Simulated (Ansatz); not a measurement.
Rhombohedral A7 Bi was calculated with LDA in Ansatz (PAW).

Numerical settings: plane-wave cutoff 520 eV, 16×16×16 k mesh, Fermi–Dirac smearing 0.05 eV, scalar-relativistic PAW data made under PBE.

Cell (relaxed at this level):

```
Bi
1.0
    4.04694    -2.24596    -0.02183
    4.04694     2.24596    -0.02183
    2.82040     0.00000     3.66986
Bi
2
Direct
  0.23732   0.23732   0.23732
  0.76268   0.76268   0.76268
```

Task: Estimate the bulk modulus and pressure derivative B′ of the bulk modulus that the calculation returns.

Result: 
- bulk modulus: 41.1 GPa
- pressure derivative B′ of the bulk modulus: 6.7

The run finds no gap.

Measured, for comparison: bulk modulus 32.1 GPa (copied from a table, unchecked, extrapolated to 0 K and zero-point effects removed; as tabulated in Lejaeghere et al. (2013), arXiv:1204.2733). Computed (rounded) less measured: bulk modulus not scored (unchecked).

Note: the bulk modulus comes from volumes at which shape and atoms were relaxed.

Spin–orbit coupling is not included; it can shift volumes and moduli of such heavy elements.

Static lattice: no zero-point or thermal effects.

The result took about 17 core-minutes (a rough figure).

Ansatz is a first-principles code.
